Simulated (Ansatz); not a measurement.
Born–Oppenheimer molecular dynamics of CH8MgSi (11 atoms, charge 0, multiplicity 1). It starts at the highest image of a converged band. Of that band: A vibrational analysis at the climbing image gives 2 clearly imaginary modes (1166i, 59i cm⁻¹): a point of higher order, so a lower path passes nearby.

Level of theory: RKS r2SCAN/6-31G* in Ansatz 0.2.0.

```
ensemble                      : NVE (velocity Verlet)
time step                     : 0.5 fs
steps asked                   : 200
starting velocities drawn for : 300 K
seed                          : 8393
```

First frame:

```xyz
11
Properties=species:S:1:pos:R:3
Mg -0.779 0.348 -0.087
Si 1.646 -0.074 1.364
C -1.483 -0.325 -1.924
H -0.003 0.834 1.486
H -1.022 1.351 1.462
H 1.697 -0.540 2.784
H 2.682 0.995 1.218
H 2.121 -1.237 0.538
H -2.563 -0.519 -1.894
H -1.310 0.419 -2.713
H -0.986 -1.251 -2.235
```

(1) How far do the bonds stretch over the last three quarters of this one trajectory? (Pairs bonded in most of those frames.)

Answers

(1) 
```
   bond  mean (Å)  spread (Å)  shortest  longest
Mg1–Si2     2.602       0.083      2.49     2.75
 Mg1–C3     2.114       0.032      2.06     2.16
 Si2–H6     1.502       0.010      1.48     1.52
 Si2–H7     1.502       0.018      1.47     1.53
 Si2–H8     1.506       0.038      1.44     1.57
  C3–H9     1.103       0.022      1.06     1.14
 C3–H10     1.100       0.005      1.09     1.11
 C3–H11     1.102       0.011      1.08     1.13
  H4–H5     0.743       0.019      0.71     0.77
```

Mean temperature of the second half: 1187 K. The conserved energy stayed within 0.1 meV per atom of its start (net change 0.03 meV per atom), so the integration is sound. The system heated up, since it started high on the potential surface and ran downhill. A run of 0.1 ps of so small a system gives no equilibrium averages. The orbitals stay closed-shell, which can raise the energy where a bond breaks towards radicals; this wasn't checked here.

Run time: 7.6 min on 2 threads of Intel(R) Xeon(R) Processor @ 2.70GHz, on a shared host, peak memory 0.16 GiB.
